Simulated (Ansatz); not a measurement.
# P2H4: single points off equilibrium

A test off equilibrium: a structure displaced at random from a GFN2-xTB minimum is computed at several levels, and each is set against CCSD(T).

The runs use Ansatz 0.2.0, Gaussian basis; single points in def2-TZVPP.

Cores are frozen in the correlated methods.

## 1. The system as given

SMILES `PP`, 6 atoms, charge 0, spin multiplicity 1.

Atoms are counted from 1 here; the program's logs count them from 0.

Bond lengths: P1–P2 2.151 Å, P1–H3 1.367 Å, P1–H4 1.368 Å, P2–H5 1.372 Å, P2–H6 1.406 Å. Angles: P2–P1–H3 93.4°, P2–P1–H4 93.5°, H3–P1–H4 90.8°, P1–P2–H5 93.0°, P1–P2–H6 91.3°, H5–P2–H6 91.5°.

Coordinates:

```tsv
atom	x (Å)	y (Å)	z (Å)
P1	0.3672	-1.0016	-0.0637
P2	-0.3413	1.0257	0.0635
H3	-0.5020	-1.4512	0.8906
H4	-0.5162	-1.3376	-1.0533
H5	0.5151	1.4614	-0.9157
H6	0.5959	1.3240	1.0679
```

## 2. CCSD(T)/def2-TZVPP

run/in.yaml

```yaml
crystal:
  periodic: [false, false, false]
  atoms:
    - {symbol: P, position_ang: [0.367200, -1.001600, -0.063700]}
    - {symbol: P, position_ang: [-0.341300, 1.025700, 0.063500]}
    - {symbol: H, position_ang: [-0.502000, -1.451200, 0.890600]}
    - {symbol: H, position_ang: [-0.516200, -1.337600, -1.053300]}
    - {symbol: H, position_ang: [0.515100, 1.461400, -0.915700]}
    - {symbol: H, position_ang: [0.595900, 1.324000, 1.067900]}
basis:
  gaussian: {orbitals: def2-TZVPP}
correlation: {method: ccsd_t}
output: {forces: true}
```

The command line of these runs was not kept.

## 3. PBE0-D4/def2-TZVPP

run/in.yaml, as its differences from that of step 2:

```diff
@@ -11,3 +11,3 @@
   gaussian: {orbitals: def2-TZVPP}
-correlation: {method: ccsd_t}
-output: {forces: true}
+hamiltonian: {xc: pbe0, dispersion: d4}
+output: {forces: true, orbitals: {seedname: orbitals}}
```

## 4. wB97M-V/def2-TZVPP

run/in.yaml, as its differences from that of step 3:

```diff
@@ -11,3 +11,3 @@
   gaussian: {orbitals: def2-TZVPP}
-hamiltonian: {xc: pbe0, dispersion: d4}
-output: {forces: true, orbitals: {seedname: orbitals}}
+hamiltonian: {xc: {name: wB97M-V}}
+output: {forces: true}
```

## 5. r2SCAN-D4/def2-TZVPP

run/in.yaml, as its differences from that of step 4:

```diff
@@ -11,3 +11,3 @@
   gaussian: {orbitals: def2-TZVPP}
-hamiltonian: {xc: {name: wB97M-V}}
+hamiltonian: {xc: r2scan, dispersion: d4}
 output: {forces: true}
```

## 6. PBE-D4/def2-TZVPP

run/in.yaml, as its differences from that of step 5:

```diff
@@ -11,3 +11,3 @@
   gaussian: {orbitals: def2-TZVPP}
-hamiltonian: {xc: r2scan, dispersion: d4}
+hamiltonian: {xc: pbe, dispersion: d4}
 output: {forces: true}
```

## 7. BHLYP-D4/def2-TZVPP

run/in.yaml, as its differences from that of step 6:

```diff
@@ -11,3 +11,3 @@
   gaussian: {orbitals: def2-TZVPP}
-hamiltonian: {xc: pbe, dispersion: d4}
+hamiltonian: {xc: {name: BHLYP}, dispersion: d4}
 output: {forces: true}
```

## 8. r2SCANh-D4/def2-TZVPP

run/in.yaml, as its differences from that of step 7:

```diff
@@ -11,3 +11,3 @@
   gaussian: {orbitals: def2-TZVPP}
-hamiltonian: {xc: {name: BHLYP}, dispersion: d4}
+hamiltonian: {xc: {name: r2SCANh}, dispersion: d4}
 output: {forces: true}
```

(Steps that only read results are left out.)

**Question.** What will these runs give? Wanted: energy less free atoms, CCSD(T)/def2-TZVPP; RMS force component; RMS force error; HOMO and LUMO, PBE0-D4; T1 diagnostic.

The runs gave:

| quantity | value |
| --- | --- |
| energy less free atoms, CCSD(T)/def2-TZVPP | -1476.4 kJ/mol |
| RMS force component | 0.564 to 0.888 eV/Å over the methods |
| RMS force error | PBE0-D4 0.104, wB97M-V 0.056, r2SCAN-D4 0.095, PBE-D4 0.239, BHLYP-D4 0.166, r2SCANh-D4 0.074 eV/Å |
| HOMO and LUMO, PBE0-D4 | -6.85 and 0.10 eV |
| T1 diagnostic | 0.014 |

In words: Against CCSD(T) the functionals' energies less atoms differ by -92.7 to -49.4 kJ/mol, PBE-D4 by -67.2 kJ/mol. CCSD(T) in triple zeta still lacks some correlation energy of the bonds, so part of these gaps is its own basis error and they don't rank the functionals. For forces wB97M-V does best and PBE-D4 worst. Frozen-core CCSD(T) forces in triple zeta carry basis errors of their own, and this is one geometry, so small gaps rank nothing.
